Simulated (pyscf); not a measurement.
## Four-centre exchange: F–BH–F (SMILES FBF) + CH₄ (SMILES C) -> H₃C–F (SMILES CF) + H₂B–F (SMILES BF)

Gas phase, singlet surface, charge 0. Bonds broken: F1–B2, C5–H6. Bonds formed: F1–C5, B2–H6. Structures and frequencies: ωB97X-D3(BJ)/def2-SVP in PySCF. Correlated levels are frozen-core, on RHF or UHF. ΔMP2 is the change of the MP2 total energy from the triple- to the quadruple-zeta basis.

Transition state (Å):

```xyz
9

F     -1.0079     0.8765    -0.3515
B      0.4481     0.4725    -0.2877
F      1.2195     1.5898    -0.2942
H      0.7010    -0.3862    -1.1179
C     -1.3362    -0.2526     1.1457
H      0.3883    -0.0473     0.8918
H     -1.0227    -1.2954     1.0628
H     -1.0755     0.2530     2.0772
H     -2.3483    -0.0572     0.7825
```

One imaginary mode, 1006i cm⁻¹; descent along it reached the two sides named.

```tsv
bond	change	reactant side (Å)	saddle	product side
F1–B2	breaks	1.320	1.512	2.168
C5–H6	breaks	1.100	1.755	2.9
F1–C5	forms	3.5	1.904	1.391
B2–H6	forms	2.8	1.290	1.213
```

Electronic energies relative to the separated reactants (kcal/mol):

```csv
level,barrier,reaction energy,reverse barrier
ωB97X-D3(BJ)/def2-TZVP,106.1,+61.9,44.2
PBE/def2-TZVP,96.7,+62.5,34.2
r²SCAN/def2-TZVP,101.0,+64.8,36.3
B3LYP-D3(BJ)/def2-TZVP,103.2,+62.5,40.6
PBE0-D3(BJ)/def2-TZVP,103.3,+63.0,40.3
M06-2X/def2-TZVP,108.9,+63.5,45.4
ωB97M-D3(BJ)/def2-TZVP,105.5,+63.5,42.0
HF/def2-TZVP,122.9,+61.8,61.1
MP2/def2-QZVPP,112.7,+65.6,47.1
CCSD/def2-TZVPP,112.3,+63.6,48.7
CCSD(T)/def2-TZVPP,109.1,+63.8,45.2
CCSD(T)/def2-TZVPP + ΔMP2(QZVPP),108.9,+63.7,45.2
```

With CCSD(T)/def2-TZVPP + ΔMP2(QZVPP) energies and thermal terms (ideal gas, 1 atm, RRHO with modes under 100 cm⁻¹ raised to 100, one conformer, R ln 2 for rigid chiral ones), in kcal/mol:

| T (K) | ΔH‡ | ΔG‡ | ΔH | ΔG |
|---|---|---|---|---|
| 298 | 108.0 | 117.2 | +63.2 | +62.1 |
| 600 | 108.4 | 126.5 | +63.0 | +61.2 |
| 900 | 109.2 | 135.3 | +63.0 | +60.3 |
| 1200 | 110.0 | 143.9 | +63.0 | +59.4 |

The same reactants have a lower exit, to H₃C–B(F)–F + H₂ (barrier +50.3 kcal/mol at ωB97M-D3(BJ), against +105.5 kcal/mol here). This is the saddle that the search found; another between the same sides may lie lower. The CCSD(T) − MP2 part came from Ansatz, without density fitting, on the same reference.
